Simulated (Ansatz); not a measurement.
The input, for Ansatz 0.2.0:

```yaml
crystal:
  periodic: [false, false, false]
  atoms:
    - {symbol: C, position_ang: [0.000000, 0.000000, 0.536994]}
    - {symbol: C, position_ang: [0.000000, 0.000000, -2.140006]}
    - {symbol: H, position_ang: [0.000000, 0.000000, 1.603011]}
basis:
  gaussian: {orbitals: 6-31G}
magnetization: {spin_polarized: false, initial_magnetization: 1}
correlation: {method: fci, electrons: outside_noble_gas}
```

```sh
$ ansatz run in.yaml --threads 1 --pin off --events-out ev --progress --plain --max-ram 2393MiB
```

Problem. Roughly how long does this take on 1 thread of Arm Neoverse V1, shared host, and how much host memory?

Solution. 8.1 min wall and 0.86 GiB.

```
442 factors; integrals over basis functions are off by at most 6.1e-8 eV
mean field evaluation 1: about -2047.1471 eV, gradient 4.4e1 eV
mean field evaluation 2: about -2047.1472 eV, gradient 4.4e1 eV
mean field evaluation 4: about -2052.9296 eV, gradient 4.7e1 eV
mean field evaluation 8: about -2061.6706 eV, gradient 3.6e0 eV
mean field evaluation 16: about -2061.8660 eV, gradient 3.9e-6 eV
mean field evaluation 32: about -2061.4660 eV, gradient 1.9e0 eV
mean field evaluation 64: about -2053.2138 eV, gradient 3.2e1 eV
mean field evaluation 96: about -2061.2147 eV, gradient 8.3e-1 eV
mean field evaluation 128: about -2060.3780 eV, gradient 4.3e-1 eV
mean field evaluation 160: about -2063.7672 eV, gradient 5.6e-4 eV
mean field evaluation 192: about -2059.8836 eV, gradient 5.6e0 eV
mean field evaluation 224: about -2063.7672 eV, gradient 2.0e-6 eV
mean field -2063.87407189 eV, -75.8459731980 hartree, gradient 2.7e-6 eV, S^2 0.750000; 20 other end points of the search recorded, 0 dependent functions left out
mean field evaluation 256: about -2060.4870 eV, gradient 2.8e0 eV
determinant -2063.87407189 eV, -75.8459731980 hartree, with singles and doubles -2067.35521002 eV, -75.9739026647 hartree
determinant -2063.76720527 eV, -75.8420459219 hartree, with singles and doubles -2067.21907242 eV, -75.9688997000 hartree
determinant -2061.86604970 eV, -75.7721797436 hartree, with singles and doubles -2067.71875691 eV, -75.9872627662 hartree
determinant -2061.17331750 eV, -75.7467223046 hartree, with singles and doubles -2065.81809051 eV, -75.9174145643 hartree
determinant -2061.16482393 eV, -75.7464101718 hartree, with singles and doubles -2067.20461866 eV, -75.9683685342 hartree
determinant -2063.87407189 eV, -75.8459731980 hartree, with singles and doubles -2067.32760914 eV, -75.9728883510 hartree
determinant -2063.76720527 eV, -75.8420459219 hartree, with singles and doubles -2067.29859831 eV, -75.9718222225 hartree
determinant -2061.86604970 eV, -75.7721797436 hartree, with singles and doubles -2069.00336888 eV, -76.0344713853 hartree
determinant -2061.16482393 eV, -75.7464101718 hartree, with singles and doubles -2068.08174920 eV, -76.0006024870 hartree
unrestricted determinant -2065.49693897 eV, -75.9056124631 hartree, S^2 1.9966
2 core orbitals not correlated: weight in the atoms' cores, before any rotation towards them, 1.000 or more for the frozen orbitals, at most 0.000 for the correlated occupied ones
reference -2063.87407189 eV, -75.8459731980 hartree; 5, 4 occupied and 13, 14 virtual orbitals, 442 factors
state -2069.33615894 eV, -76.0467011945 hartree
2 core orbitals not correlated: weight in the atoms' cores, before any rotation towards them, 1.000 or more for the frozen orbitals, at most 0.000 for the correlated occupied ones
state -2069.33640556 eV, -76.0467102576 hartree
Total energy: -2069.33640556 eV, -76.0467102576 hartree
```

Natural occupations: 1.9706 1.9436 1.5426 1.1838 0.8254 0.8056 0.4493 0.2132 0.0228 0.0096 0.0075 0.0062 0.0052 0.0050 0.0043 0.0023 0.0019 0.0010.
